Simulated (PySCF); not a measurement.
All of these have the formula C5H11N. Theory: TDDFT CAM-B3LYP/def2-SVPD, vertical, gas phase, core orbitals frozen in the response (PySCF 2.14.0, density-fitted response routines). Geometries: GFN2-xTB; one conformer of each isolated species. Triplets are in the Tamm–Dancoff approximation. 'Strongest' means the level of largest summed f among the lowest 8 singlets; it needn't be the same kind of state in each.

Question: Rank by computed energy of the strongest computed level, highest first.
A. `CCN1CCC1`
B. `C1C(N)CCC1`
C. `C=C[C@H](C)CN`
D. `CN1CCCC1`

Answer: C (7.58 eV), D (7.31 eV), A (7.18 eV), B (6.25 eV).

| SMILES | strongest (eV) | f (S1) | LUMO (eV) | S1 (eV) | T1 (eV) | HOMO (eV) | S1 mainly |
| --- | --- | --- | --- | --- | --- | --- | --- |
| C=C[C@H](C)CN | 7.58 | 0.007 | 1.38 | 6.39 | 4.54 | -8.26 | H→L (43%) |
| CN1CCCC1 | 7.31 | 0.021 | 1.45 | 6.06 | 5.85 | -7.54 | H→L (91%) |
| CCN1CCC1 | 7.18 | 0.026 | 1.52 | 6.16 | 5.96 | -7.51 | H→L (89%) |
| NC1CCCC1 | 6.25 | 0.025 | 1.35 | 6.25 | 5.97 | -8.09 | H→L (66%) |

H and L stand for HOMO and LUMO.

- `C=C[C@H](C)CN`: Löwdin shares by element: HOMO nitrogen 60%, carbon 13% or more, hydrogen 12% or more (atoms not listed hold the other 15%); LUMO carbon 62% or more, hydrogen 6% or more (atoms not listed hold the other 32%).
- `CN1CCCC1`: Löwdin shares by element: HOMO nitrogen 57%, carbon 24% or more (atoms not listed hold the other 19%); LUMO carbon 42% or more (atoms not listed hold the other 58%).
- `CCN1CCC1`: Löwdin shares by element: HOMO nitrogen 56%, carbon 24% or more (atoms not listed hold the other 20%); LUMO carbon 41% or more (atoms not listed hold the other 59%).
- `NC1CCCC1`: Löwdin shares by element: HOMO nitrogen 59%, carbon 19% or more, hydrogen 6% or more (atoms not listed hold the other 16%); LUMO carbon 36% or more (atoms not listed hold the other 64%).
